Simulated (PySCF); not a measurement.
Work out the structure from these simulated measurements.

Elements present: C, F and H. Monoisotopic mass: 90.0281 u.

| Item | Value |
| --- | --- |
| 1H NMR | chemical shifts (computed TMS as zero) by class: 6.44 (1 H), 5.71 (1 H), 5.28 (2 H) ppm [GIAO PBE0/pcSseg-1] |
| Triplet | lowest triplet excitation (Tamm–Dancoff): 4.63 eV [TDA PBE0/def2-SVPD] |
| UV, strongest line | among the 6 lowest singlet transitions: S6 at 8.07 eV (154 nm, f = 1.090) [TDDFT PBE0/def2-SVPD] |
| Polarisability | 53.0 au [PBE0/def2-SVPD] |
| UV, first state | lowest singlet excitation: 6.02 eV (206 nm, f = 0.000) [TDDFT PBE0/def2-SVPD] |
| Rotational structure | rotational constants A, B, C: 8.672, 1.893, 1.678 GHz [GFN2-xTB] |
| 13C NMR | chemical shifts (computed TMS as zero) by class: 222.9 (1 C), 123.2 (1 C), 94.2 (1 C), 82.6 (1 C) ppm [GIAO PBE0/pcSseg-1] |

Gas-phase values; electronic properties from PySCF, density fitting. Levels stand in brackets. NMR shifts are as computed; neighbouring signals can stand in another order in a measured spectrum. Isolated species at its GFN2-xTB geometry (one conformer only). NMR values are class means; diastereotopic atoms form classes of their own.

Question: Which formula fits the mass and the elements?

Answer: C4H4F2 (calculated 90.0281). No other formula that holds each of these elements comes within 0.0003 u with a fitting electron parity and a possible valence count.

Question: Give a SMILES that accounts for the data.

Answer: Numbering: `[CH2:1]=[C:2]=[CH:3][CH:4]([F:5])[F:6]`. Its formula, C4H4F2, gives 2 degrees of unsaturation: 0 rings and 2 π bonds in the structure found. 4 carbons fall into 4 classes; from least to most shielded: central carbon of cumulated double bonds [C2] (222.9 ppm), CHF2 carbon [C4] (123.2 ppm), outer carbon of cumulated double bonds [C3] (94.2 ppm), outer carbon of cumulated double bonds [C1] (82.6 ppm). Hydrogen classes from least to most shielded: 1 H on a CHF2 carbon, C4 (6.44 ppm), 1 H on an outer carbon of cumulated double bonds, C3 (5.71 ppm), 2 H on an outer carbon of cumulated double bonds, C1 (5.28 ppm). The optimised geometry has point group Cs and is an asymmetric top. Structure: `C=C=CC(F)F`. Computed isomers that give other values at the same levels: `FC1=CC[C@H]1F` (13C chemical shifts (computed TMS as zero) by class: 163.6 (1 C), 116.8 (1 C), 94.0 (1 C), 30.7 (1 C) ppm); `CC1=CC1(F)F` (13C chemical shifts (computed TMS as zero) by class: 146.4 (1 C), 127.6 (1 C), 108.7 (1 C), 11.2 (1 C) ppm); `FCC1(F)C=C1` (13C chemical shifts (computed TMS as zero) by class: 132.3 (2 C), 80.3 (1 C), 75.2 (1 C) ppm). The assignments are read from this structure; whether some other isomer fits the data as well wasn't checked.

Shape of the structure used: `[CH2:1]=[C:2]=[CH:3][CH:4]([F:5])[F:6]`: C2–C3–C4–F5 -121°.
